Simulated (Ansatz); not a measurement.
# Be2Tl: from a trial structure to a relaxed crystal

Method: DFT PBE, scalar-relativistic, plane waves, PAW in Ansatz. Cutoff 420 eV, Γ-centred k mesh, Gaussian smearing, no spin polarisation in the final step.

Be2Tl was placed on the sites of a reported Cr2B cell (I4/mcm, No. 140), with Tl in place of B, Be in place of Cr, at a guessed volume.

```
Be Tl
1.0
    -2.99811    2.99811    2.49563
     2.99811   -2.99811    2.49563
     2.99811    2.99811   -2.49563
Be Tl
4 2
Direct
  0.66700 0.16700 0.83400
  0.16700 0.33300 0.50000
  0.33300 0.83300 0.16600
  0.83300 0.66700 0.50000
  0.25000 0.25000 0.00000
  0.75000 0.75000 0.00000
```

Steps on the 4×4×4 mesh (6 atoms). 12 of 33 steps are shown, and the free energy counts from the last. Trial steps that were taken back and renewals of the plane-wave basis can be among the rows.

```
step  ΔF (meV/atom) V (Å³/atom) P (GPa) largest force component (eV/Å)
   1         1050.8        14.95    15.89                           0.458
   4          639.9        16.10     3.78                           0.146
   7          617.4        16.96     0.43                           0.045
  10          544.6        16.86    -2.58                           0.158
  13          439.8        14.05     0.54                           0.059
  16          430.6        13.48     1.08                           0.033
  18          270.8        13.69     9.76                           0.002
  21          119.4        14.43     2.87                           0.004
  24           63.1        14.85     1.12                           0.070
  27           38.7        15.12    -0.10                           0.015
  30            4.1        15.45     0.82                           0.003
  33            0.0        15.75     0.05                           0.004
```

A final relaxation ran on a 12×12×12 mesh. The relaxed crystal, I4/mcm (No. 140):

```
Be Tl
1.0
    -2.16205    2.16205    5.08465
     2.16205   -2.16205    5.08465
     2.16205    2.16205   -5.08465
Be Tl
4 2
Cartesian
  0.7587 2.9207 0.0000
  1.4034 0.7587 0.0000
  1.4034 -0.7587 5.0846
  0.7587 1.4034 5.0846
  0.0000 0.0000 2.5423
  0.0000 0.0000 7.6270
```

```
Volume per atom          : 15.85 Å³
Density                  : 7.77 g/cm³
Energy over the elements : 0.50 eV/atom
Gap on the 12×12×12 mesh : 0 eV (a metal)
```

Energies over the elements count from the elements' standard structures at the same level, with no empirical corrections.

The final run used a 12×12×12 mesh on its 6-atom cell and 0.10 eV smearing. The k mesh leaves about 4 meV/atom of noise in metals. Spin–orbit coupling is left out.

A structure relaxed within its symmetry needn't be a true minimum.

Cost: 4 runs of about 2.8 core-minutes in all, on Arm Neoverse V2 (shared hosts).